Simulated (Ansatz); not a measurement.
**One shape, several levels: C2H6S (dimethyl sulfide)**

Aim: a comparison of 3 runs (HF/def2-SVP, B3LYP/STO-3G, PBE0/def2-SVP) of C2H6S (dimethyl sulfide). 

The calculation is run with Ansatz 0.2.0.

5 further runs of the same task are left out: 3 for a known fault of the program, 1 that didn't finish, 1 set aside as unsound or not needed.

**1. Starting point**

The species is C2H6S (9 atoms), meant as a singlet with charge 0. SMILES: `CSC`. The coordinates come from a PBE0-D4/def2-TZVP relaxation.

Bond lengths: C1–S2 1.795 Å, S2–C3 1.795 Å, C1–H4 1.092 Å, C1–H5 1.090 Å, C1–H6 1.092 Å, C3–H7 1.092 Å, C3–H8 1.090 Å, C3–H9 1.092 Å. Some angles: C1–S2–C3 99.4°, S2–C1–H4 111.2°, S2–C1–H5 107.2°, S2–C1–H6 111.2°, S2–C3–H7 111.2°, S2–C3–H8 107.2°, S2–C3–H9 111.2°, H4–C1–H5 108.7°, H4–C1–H6 109.7°, H5–C1–H6 108.7°.

**2. Energy and forces at HF/def2-SVP (run 1)**

Input file job.yaml:

```yaml
basis:
  gaussian:
    orbitals: def2-SVP
crystal:
  periodic: [false, false, false]
  atoms:
    - {symbol: C, position_ang: [-0.474900, 1.046900, -0.732500]}
    - {symbol: S, position_ang: [0.826500, -0.185400, -0.836000]}
    - {symbol: C, position_ang: [0.522600, -1.063400, 0.700100]}
    - {symbol: H, position_ang: [-1.461300, 0.579200, -0.706700]}
    - {symbol: H, position_ang: [-0.404700, 1.666000, -1.627400]}
    - {symbol: H, position_ang: [-0.347400, 1.684100, 0.145100]}
    - {symbol: H, position_ang: [-0.474300, -1.508800, 0.710500]}
    - {symbol: H, position_ang: [1.262800, -1.861300, 0.767400]}
    - {symbol: H, position_ang: [0.639300, -0.403800, 1.562500]}
hamiltonian:
  xc: hf
total_charge: 0
accuracy: high
output: {forces: true, orbitals: {seedname: orbitals}}
```

On the command line:

```bash
$ ansatz run job.yaml --threads 1 --pin off --max-ram 2610MiB --events-out events.jsonl --progress --plain --runs-dir runs
```

What it wrote:

```text
Warning: RAYON_NUM_THREADS=1 ignored (pool sized by the plan → 1); use --threads N
Functional definition: HF
  name "HF"
  exchange = exact_x
  correlation = 0
1817 factors; integrals over basis functions are off by at most 3.5e-9 eV
mean field evaluation 1: about -12966.8155 eV, gradient 2.0e1 eV
mean field evaluation 2: about -12966.8191 eV, gradient 2.0e1 eV
mean field evaluation 4: about -12968.0754 eV, gradient 2.2e0 eV
mean field evaluation 8: about -12968.0910 eV, gradient 3.5e-4 eV
mean field -12968.09099148 eV, -476.5685538492 hartree, gradient 1.5e-8 eV, S^2 0.000000; 0 other end points of the search recorded, 0 dependent functions left out
the calculation of the forces begins
reference -12968.09099148 eV, -476.5685538492 hartree; 17, 17 occupied and 59, 59 virtual orbitals, 1817 factors
Total energy: -12968.09099148 eV, -476.5685538492 hartree
Atom 0 at    -0.474900     1.046900    -0.732500 Å, force    -0.195881     0.246042    -0.061731 eV/Å
Atom 1 at     0.826500    -0.185400    -0.836000 Å, force     0.190824    -0.041659    -0.194807 eV/Å
Atom 2 at     0.522600    -1.063400     0.700100 Å, force     0.019155    -0.206246     0.245081 eV/Å
Atom 3 at    -1.461300     0.579200    -0.706700 Å, force     0.050780     0.052143     0.002506 eV/Å
Atom 4 at    -0.404700     1.666000    -1.627400 Å, force    -0.033044    -0.008436     0.054341 eV/Å
Atom 5 at    -0.347400     1.684100     0.145100 Å, force    -0.030481    -0.029193    -0.060583 eV/Å
Atom 6 at    -0.474300    -1.508800     0.710500 Å, force     0.064064     0.020353     0.023943 eV/Å
Atom 7 at     1.262800    -1.861300     0.767400 Å, force    -0.049685     0.027005     0.030165 eV/Å
Atom 8 at     0.639300    -0.403800     1.562500 Å, force    -0.015733    -0.060009    -0.038916 eV/Å
Dipole moment:    -0.238471     0.052616     0.243558 e Å
```

Wall time 1.7 s (1 thread of Intel Xeon 6975P-C (Granite Rapids), shared host).

**3. Energy and forces at B3LYP/STO-3G (run 2)**

Input file input.yaml:

```yaml
crystal:
  periodic: [false, false, false]
  atoms:
    - symbol: C
      position_ang: [-0.474900, 1.046900, -0.732500]
    - symbol: S
      position_ang: [0.826500, -0.185400, -0.836000]
    - symbol: C
      position_ang: [0.522600, -1.063400, 0.700100]
    - symbol: H
      position_ang: [-1.461300, 0.579200, -0.706700]
    - symbol: H
      position_ang: [-0.404700, 1.666000, -1.627400]
    - symbol: H
      position_ang: [-0.347400, 1.684100, 0.145100]
    - symbol: H
      position_ang: [-0.474300, -1.508800, 0.710500]
    - symbol: H
      position_ang: [1.262800, -1.861300, 0.767400]
    - symbol: H
      position_ang: [0.639300, -0.403800, 1.562500]
basis:
  gaussian:
    orbitals: STO-3G
magnetization:
  spin_polarized: false
output: {forces: true, orbitals: {seedname: orbitals}}
accuracy: high
hamiltonian:
  xc: {name: B3LYP}
```

On the command line:

```bash
$ ansatz run input.yaml --threads 1 --pin off --max-ram 2610MiB --events-out events.jsonl --progress --plain --runs-dir runs
```

What it wrote (excerpt; [...] marks lines left out):

```text
Warning: RAYON_NUM_THREADS=1 ignored (pool sized by the plan → 1); use --threads N
Functional definition: B3LYP
  name "B3LYP"
[...]
477 factors; integrals over basis functions are off by at most 1.4e-8 eV
[...]
mean field -12861.83202869 eV, -472.6636089914 hartree, gradient 2.4e-8 eV, S^2 0.000000; 0 other end points of the search recorded, 0 dependent functions left out
[...]
reference -12861.83206055 eV, -472.6636101625 hartree; 17, 17 occupied and 8, 8 virtual orbitals, 477 factors
Total energy: -12861.83206055 eV, -472.6636101625 hartree
Atom 0 at    -0.474900     1.046900    -0.732500 Å, force    -0.040748    -0.023075     0.084744 eV/Å
Atom 1 at     0.826500    -0.185400    -0.836000 Å, force     1.032105    -0.227257    -1.054122 eV/Å
Atom 2 at     0.522600    -1.063400     0.700100 Å, force    -0.073447     0.049316     0.035401 eV/Å
Atom 3 at    -1.461300     0.579200    -0.706700 Å, force    -0.466416     0.010366     0.077431 eV/Å
Atom 4 at    -0.404700     1.666000    -1.627400 Å, force    -0.072884     0.278711    -0.265999 eV/Å
Atom 5 at    -0.347400     1.684100     0.145100 Å, force    -0.157322     0.316129     0.312684 eV/Å
Atom 6 at    -0.474300    -1.508800     0.710500 Å, force    -0.368123    -0.201893     0.221251 eV/Å
Atom 7 at     1.262800    -1.861300     0.767400 Å, force     0.204286    -0.307307     0.131799 eV/Å
Atom 8 at     0.639300    -0.403800     1.562500 Å, force    -0.057453     0.105009     0.456814 eV/Å
Dipole moment:    -0.116126     0.025621     0.118603 e Å
```

It took 1.4 s on 1 thread of Intel Xeon 6975P-C (Granite Rapids), shared host.

**4. Energy and gradient at PBE0/def2-SVP (run 3)**

Input file molecule.yaml:

```yaml
crystal:
  periodic: [false, false, false]
  atoms:
    - {symbol: C, position_ang: [-0.474900, 1.046900, -0.732500]}
    - {symbol: S, position_ang: [0.826500, -0.185400, -0.836000]}
    - {symbol: C, position_ang: [0.522600, -1.063400, 0.700100]}
    - {symbol: H, position_ang: [-1.461300, 0.579200, -0.706700]}
    - {symbol: H, position_ang: [-0.404700, 1.666000, -1.627400]}
    - {symbol: H, position_ang: [-0.347400, 1.684100, 0.145100]}
    - {symbol: H, position_ang: [-0.474300, -1.508800, 0.710500]}
    - {symbol: H, position_ang: [1.262800, -1.861300, 0.767400]}
    - {symbol: H, position_ang: [0.639300, -0.403800, 1.562500]}
basis:
  gaussian:
    orbitals: def2-SVP
hamiltonian:
  xc: pbe0
accuracy: high
output: {forces: true, orbitals: {seedname: orbitals}}
```

On the command line:

```bash
$ ansatz run molecule.yaml --threads 1 --pin off --max-ram 2610MiB --events-out events.jsonl --progress --plain --runs-dir runs
```

What it wrote (excerpt; [...] marks lines left out):

```text
Warning: RAYON_NUM_THREADS=1 ignored (pool sized by the plan → 1); use --threads N
Functional definition: PBE0
  name "PBE0"
[...]
1817 factors; integrals over basis functions are off by at most 3.5e-9 eV
[...]
mean field -12995.75851650 eV, -477.5853166399 hartree, gradient 4.3e-8 eV, S^2 0.000000; 0 other end points of the search recorded, 0 dependent functions left out
[...]
reference -12995.75851863 eV, -477.5853167183 hartree; 17, 17 occupied and 59, 59 virtual orbitals, 1817 factors
Total energy: -12995.75851863 eV, -477.5853167183 hartree
Atom 0 at    -0.474900     1.046900    -0.732500 Å, force     0.131173    -0.128900    -0.003032 eV/Å
Atom 1 at     0.826500    -0.185400    -0.836000 Å, force     0.185918    -0.040619    -0.189809 eV/Å
Atom 2 at     0.522600    -1.063400     0.700100 Å, force     0.026577     0.095008    -0.155278 eV/Å
Atom 3 at    -1.461300     0.579200    -0.706700 Å, force    -0.304476    -0.103006     0.006474 eV/Å
Atom 4 at    -0.404700     1.666000    -1.627400 Å, force     0.009963     0.177152    -0.242678 eV/Å
Atom 5 at    -0.347400     1.684100     0.145100 Å, force     0.008318     0.206562     0.244756 eV/Å
Atom 6 at    -0.474300    -1.508800     0.710500 Å, force    -0.285455    -0.146866     0.035992 eV/Å
Atom 7 at     1.262800    -1.861300     0.767400 Å, force     0.199282    -0.223033     0.028990 eV/Å
Atom 8 at     0.639300    -0.403800     1.562500 Å, force     0.028700     0.163701     0.274584 eV/Å
Dipole moment:    -0.225543     0.049762     0.230356 e Å
```

Wall time 3.9 s (1 thread of Intel Xeon 6975P-C (Granite Rapids), shared host).

**5. The series**

| run | level | energy (Eh) | dipole moment (D) | HOMO energy (eV) | LUMO energy (eV) | wall time |
| --- | --- | --- | --- | --- | --- | --- |
| 1 | HF/def2-SVP | -476.568554 | 1.66 | -9.05 | 4.71 | 1.7 s |
| 2 | B3LYP/STO-3G | -472.663610 | 0.81 | -2.88 | 6.89 | 1.4 s |
| 3 | PBE0/def2-SVP | -477.585317 | 1.57 | -6.10 | 1.69 | 3.9 s |

**6. What came out**

| quantity | value |
| --- | --- |
| run 3: total energy | -477.58532 Eh |
| run 3: dipole moment | 1.57 D |
| run 3: HOMO energy | -6.10 eV |
| run 3: LUMO energy | 1.69 eV |
| run 3: HOMO–LUMO gap | 7.79 eV |
| run 3: largest force on an atom | 0.323 eV/Å |

What this shows: The dipole moment (its size) runs from 0.81 D (B3LYP/STO-3G) to 1.66 D (HF/def2-SVP). The two ends differ in method and basis. The HOMO–LUMO gap runs from 7.79 eV (PBE0/def2-SVP) to 13.76 eV (HF/def2-SVP). Exact exchange widens orbital gaps. Totals of different functionals can't be ranked against each other. In run 2 the basis is minimal, so the values are rough. All runs together took 7 s, the longest 3.9 s.
